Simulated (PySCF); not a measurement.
# Computed spin Hamiltonian

C5H8N (doublet state).
Geometry (GFN2-xTB, Å), atoms numbered from 1 in this order:
```
atom  x, y, z in Å
C1    -1.673   -0.417    0.363
C2    -0.513   -0.623   -0.624
C3     0.603    0.331   -0.362
C4     1.577    0.059    0.726
C5     0.691    1.486   -1.090
N6     0.767    2.461   -1.716
H7    -1.343   -0.582    1.386
H8    -2.474   -1.117    0.141
H9    -2.061    0.595    0.281
H10   -0.890   -0.481   -1.639
H11   -0.146   -1.649   -0.525
H12    1.068    0.034    1.693
H13    2.042   -0.919    0.585
H14    2.352    0.821    0.760
```

The hyperfine couplings belong to this conformer and change with its torsions.

As a line formula: `C([C](CC)C)#N` [radical].

Method used: PySCF 2.14.0, UKS B3LYP, pcH-1 on C H N, non-relativistic, mean-field spin-orbit, GIAO. Isolated species at its GFN2-xTB geometry (one conformer only). GFN2-xTB frequencies show an imaginary mode (27i cm⁻¹), so this geometry is no minimum at that level. A GFN2-xTB geometry isn't a minimum of the functional, and hyperfine couplings can be far from their values at a DFT geometry. No stability test was run, so a lower SCF solution isn't excluded.

```
g1, g2, g3                      : 2.00221, 2.00327, 2.00347
g_iso                           : 2.00298
Form of g                       : rhombic: the two nearest values differ by 15 % of g3 − g1
⟨S²⟩                            : 0.7638 (exact 0.7500)
HOMO–LUMO gap, α and β orbitals : 6.80, 5.97 eV
Total energy                    : -250.07151 Eh
Basis functions                 : 230
```

Hyperfine couplings atom by atom, in mT; T1 to T3 are the principal values of the dipolar part (MHz turned into mT with g_iso):

| atom | isotope | a_iso | T1 | T2 | T3 | Mulliken spin population |
| --- | --- | --- | --- | --- | --- | --- |
| C1 | 13C | 1.87 | -0.16 | -0.16 | 0.32 | 0.04 |
| C2 | 13C | -0.93 | -0.06 | 0.01 | 0.05 | -0.06 |
| C3 | 13C | 2.59 | -2.35 | -2.35 | 4.70 | 0.80 |
| C4 | 13C | -1.01 | -0.07 | 0.02 | 0.04 | -0.07 |
| C5 | 13C | -2.11 | -0.68 | -0.08 | 0.76 | -0.20 |
| N6 | 14N | 0.33 | -0.67 | -0.51 | 1.18 | 0.39 |
| H7 | 1H | -0.12 | -0.14 | -0.05 | 0.19 | 0.00 |
| H8 | 1H | 0.35 | -0.10 | -0.05 | 0.15 | 0.01 |
| H9 | 1H | -0.11 | -0.15 | -0.05 | 0.20 | 0.00 |
| H10 | 1H | 0.61 | -0.13 | -0.12 | 0.25 | 0.01 |
| H11 | 1H | 1.31 | -0.13 | -0.12 | 0.25 | 0.02 |
| H12 | 1H | 3.55 | -0.15 | -0.10 | 0.25 | 0.04 |
| H13 | 1H | 2.77 | -0.14 | -0.11 | 0.25 | 0.03 |
| H14 | 1H | 0.11 | -0.12 | -0.11 | 0.23 | 0.00 |

The largest Mulliken spin populations are on C3 (+0.80), N6 (+0.39), C5 (-0.20) and C4 (-0.07). The angles at C3 add up to 359.9°, so it is planar.

Axes: g3 points within 12° of the C2–C3 bond.

Under fast tumbling the dipolar parts average out, and these isotropic splittings remain: 3 × 1H (H12/H13/H14, I = 1/2, 4 lines) with 2.14 mT, 2 × 1H (H10/H11, I = 1/2, 3 lines) with 0.96 mT, 1 × 14N (N6, I = 1, 3 lines) with 0.33 mT and 3 × 1H (H7/H8/H9, I = 1/2, 4 lines) with 0.04 mT.

Nuclei that the bonding pattern makes equivalent are averaged, as if the motion that swaps them (rotation, inversion, ring flip) were fast. The three 1H nuclei of mean +60.1 MHz run from 3.2 to 99.5 MHz in the frozen geometry. The three 1H nuclei of mean +1.1 MHz run from -3.3 to 9.7 MHz in the frozen geometry. The 1H value of +26.8 MHz is a mean of couplings from 17.0 to 36.7 MHz in this one geometry, not an average over conformers.

The 13C coupling of C3 (72.6 MHz) shows only in satellite lines or after enrichment, since that isotope makes up about 1.07 % of natural carbon.

β density exceeds α density at some nuclei, such as C5 (-0.0527), C4 (-0.0252) and C2 (-0.0231), spin density in bohr⁻³. In a single determinant that takes different orbitals for the two spins, that is spin polarisation.
